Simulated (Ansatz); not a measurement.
## Which is lower?

Two relaxed structures of CH₅AlN, doublet (PBE0-D4/def2-TZVP; forces vanish, vibrations not checked).

A:

```
8
angstrom
C -0.6760 0.9889 -0.1587
N -0.4878 -0.1982 0.4901
Al 0.7745 -1.4649 0.2988
H 0.0193 1.2776 -0.9336
H -1.1939 -0.3692 1.1941
H -1.5069 1.6293 0.0985
H 1.8899 -1.2235 -0.7940
H 0.6270 -2.7073 1.2646
```

B:

```csv
atom,x (Å),y (Å),z (Å)
C1,-0.5543,-0.2311,0.1148
N2,-0.6524,1.1720,-0.2521
Al3,0.6912,-1.5445,0.3483
H4,-1.2012,1.3453,-1.1026
H5,0.2881,1.5364,-0.4399
H6,-1.0494,1.7702,0.4821
H7,2.2161,-1.1151,0.0875
H8,0.2898,-3.0167,0.7813
```

Computed with Ansatz 0.2.0 (basis: def2-TZVPP); correlated methods freeze the cores; orbitals are unrestricted. B3LYP uses VWN-RPA correlation.

Which structure is lower at CCSD(T), and by how much? (An estimate is asked for; the value comes from the calculation.)

By the calculation: A, by 83.81 kcal/mol (electronic energy, against the other). By their contacts, A is CH₅AlN ([CH2][NH][AlH2]) and B is CH₅AlN ([NH3][C][AlH2]).

All methods give the same order:

```json
{"method": "PBE-D4", "E(B) − E(A) (kcal/mol)": "83.42"}
{"method": "r2SCAN-D4", "E(B) − E(A) (kcal/mol)": "84.14"}
{"method": "PBE0-D4", "E(B) − E(A) (kcal/mol)": "83.59"}
{"method": "B3LYP-D4", "E(B) − E(A) (kcal/mol)": "86.09"}
{"method": "wB97M-V", "E(B) − E(A) (kcal/mol)": "85.07"}
{"method": "HF", "E(B) − E(A) (kcal/mol)": "84.22"}
{"method": "MP2", "E(B) − E(A) (kcal/mol)": "87.29"}
{"method": "CCSD", "E(B) − E(A) (kcal/mol)": "84.15"}
{"method": "CCSD(T)", "E(B) − E(A) (kcal/mol)": "83.81"}
```

T1 diagnostic: at most 0.022. ⟨S²⟩ of the unrestricted Hartree–Fock references: 0.76 to 0.83 (a pure state has 0.75). The unrestricted reference is spin-contaminated, which hurts MP2 most.

Labels in which every atom is bracketed show which atoms are joined, not bond orders.

For scale, one of the runs: CCSD(T)/def2-TZVPP, 174 basis functions, launched by `ansatz run in.yaml --threads 2 --pin off --events-out ev --progress --plain --max-ram 4352MiB`. The run took 100 s on 2 CPU threads of an Arm Neoverse V1 (shared host), with 3.6 GiB of host memory at its peak.
